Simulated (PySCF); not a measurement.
Gas-phase reaction: 6 H₂CSiH₂ + 4 H → 2 (CH₃)₃Si + i-Si₄H₁₀

Energies from PySCF, thermal terms from the rigid-rotor harmonic-oscillator model, ideal gas at 1 bar. † marks an energy on the PBE0/def2-TZVP geometry and frequencies. MP2 freezes the core. Open shells (unrestricted): H (multiplicity 2), (CH₃)₃Si (multiplicity 2); the rest are closed-shell singlets. B3LYP is the form with VWN-RPA correlation. H₂CSiH₂, (CH₃)₃Si: computed as isolated molecules; such fragments, hydroxides, amides, oligomers or adducts are transient or little studied in the gas. MP2 isn't extrapolated to the basis-set limit; its ΔH°(298 K) is -1783.4 kJ in def2-SVP and -1804.2 kJ in def2-TZVPP. The harmonic model lacks anharmonicity and excited electronic states, which grow with temperature; levels with a mode under 35 cm⁻¹ are left out. Internal rotation in (CH₃)₃Si, i-Si₄H₁₀ is treated as a harmonic vibration of one conformer, which makes the entropy rough.

```tsv
level	ΔE electronic, kJ	ΔH°(298 K), kJ	ΔS°(298 K), J/K	ΔG°(1400 K), kJ
B3LYP/def2-TZVP†	-1917	-1778	-845	-577
HF/def2-TZVP†	-1866	-1727	-845	-526
MP2/def2-TZVPP†	-1943	-1804	-845	-604
PBE/def2-TZVP†	-1937	-1798	-845	-598
LDA/def2-TZVP†	-2122	-1984	-845	-783
```
ΔH° is lowest at LDA/def2-TZVP† and highest at HF/def2-TZVP†. No reference value is set beside these.
